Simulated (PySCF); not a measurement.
Computed χzz against gas-phase spectroscopy

Values to reproduce (atoms as numbered below): 14N at N3/N5: χzz = -4.78 MHz [1].
[1] measured, gas; W. C. Bailey, Calculation of NQCC in Gaseous State Molecules (compilation of microwave values)

Species: pyrimidine, C₄H₄N₂.
Numbering: `[cH:1]1[cH:2][n:3][cH:4][n:5][cH:6]1` (hydrogens: H7 on C1; H8 on C2; H9 on C4; H10 on C6)

Cartesian coordinates in Å at the PBE0-D3(BJ)/def2-TZVP level; atoms count from 1:
```
atom  x, y, z in Å
C1    -1.050    0.290   -0.296
C2    -0.425    0.835    0.812
N3     0.812    0.501    1.164
C4     1.416   -0.390    0.389
N5     0.920   -0.978   -0.693
C6    -0.317   -0.630   -1.027
H7    -2.058    0.568   -0.576
H8    -0.930    1.564    1.441
H9     2.428   -0.669    0.669
H10   -0.734   -1.104   -1.912
```

Q: How do the computed couplings compare?

A: PySCF, non-relativistic, all at one geometry, with Q(14N) = 0.02044 b, means over equivalent atoms:

```csv
level,functions,14N N3/N5 (MHz),computed/reference − 1 (%)
B3LYP/pcJ-2,402,-5.180,+8.4
B97-2/pcJ-2,402,-5.039,+5.4
PBE0/pcSseg-2,272,-5.179,+8.3
PBE0/pcJ-2,402,-5.043,+5.5
```

Closest here is B97-2/pcJ-2 (5.4 % unsigned error), furthest B3LYP/pcJ-2 (8.4 %); one molecule doesn't rank methods. Computed values are for fixed nuclei, while measured ones can include vibrational averaging. Geometry: PBE0-D3(BJ)/def2-TZVP; no solvent, vibrations or thermal averaging.
